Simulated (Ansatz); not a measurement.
Diamond, treated with LDA in Ansatz (PAW).

A relaxed, unreconstructed slab of the (100) face has 16 atoms, two equal faces of 6.237 Å² each and an energy of -3880.6667 eV. A bulk cell of 4 atoms with the same orientation and in-plane k mesh has -971.9876 eV. Energies are extrapolated to zero smearing.

Run with plane-wave cutoff 500 eV, 12×12×1 k mesh (along the axes of the cell as run), gaussian smearing 0.02 eV, scalar-relativistic PAW data made under PBE.

Worked out: γ = (E_slab − N E_bulk per atom)/2A = [-3880.6667 − 16 × (-971.9876/4)]/(2 × 6.237) = 0.5839 eV/Å². With 16.022 J/m² per eV/Å² this is 9.36 J/m², or 3.64 eV per surface cell and face.

Ansatz is a first-principles code.
